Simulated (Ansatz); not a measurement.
Input file:

```yaml
crystal:
  periodic: [false, false, false]
  atoms:
    - {symbol: Si, position_ang: [0.000000, 0.000000, 0.075579]}
    - {symbol: C, position_ang: [0.000000, 0.000000, -1.650691]}
    - {symbol: H, position_ang: [0.000000, 0.000000, 1.575112]}
basis:
  gaussian: {orbitals: 6-31G}
magnetization: {spin_polarized: false, initial_magnetization: 1}
correlation: {method: ccsdtq, electrons: outside_noble_gas}
```

```sh
$ ansatz run in.yaml --threads 1 --pin off --events-out ev --progress --plain --max-ram 2393MiB
```

**Question.** Roughly how long does this take on 1 thread of Intel Xeon Platinum 8259CL, shared host, and how much host memory?

**Answer.** 65 s wall and 0.34 GiB.

```
505 factors; integrals over basis functions are off by at most 5.3e-8 eV
mean field evaluation 1: about -8898.6847 eV, gradient 1.6e1 eV
mean field evaluation 2: about -8898.6871 eV, gradient 1.6e1 eV
mean field evaluation 4: about -8899.8039 eV, gradient 1.9e0 eV
mean field evaluation 8: about -8899.8736 eV, gradient 1.3e-1 eV
mean field evaluation 16: about -8898.5547 eV, gradient 1.8e1 eV
mean field evaluation 32: about -8899.0320 eV, gradient 1.9e0 eV
mean field evaluation 64: about -8899.0668 eV, gradient 8.9e-2 eV
mean field evaluation 96: about -8899.0668 eV, gradient 2.9e-3 eV
mean field evaluation 128: about -8899.8682 eV, gradient 5.2e-1 eV
mean field evaluation 160: about -8896.2958 eV, gradient 1.8e-2 eV
...
cycle  19  -5.59535162 eV  change   -1.4e-5 eV  update   1.9e-5
cycle  20  -5.59536016 eV  change   -8.5e-6 eV  update   1.3e-5
cycle  21  -5.59534924 eV  change    1.1e-5 eV  update   9.2e-6
cycle  22  -5.59534983 eV  change   -5.9e-7 eV  update   6.9e-6
cycle  23  -5.59534755 eV  change    2.3e-6 eV  update   4.9e-6
cycle  24  -5.59535284 eV  change   -5.3e-6 eV  update   2.9e-6
cycle  25  -5.59535987 eV  change   -7.0e-6 eV  update   1.7e-6
cycle  26  -5.59536131 eV  change   -1.4e-6 eV  update   1.2e-6
cycle  27  -5.59536236 eV  change   -1.1e-6 eV  update   8.3e-7
cycle  28  -5.59536234 eV  change    2.2e-8 eV  update   5.8e-7
Total energy: -8904.66220269 eV, -327.2403001519 hartree
```

For the same geometry and basis full CI lies 8.2 meV lower.
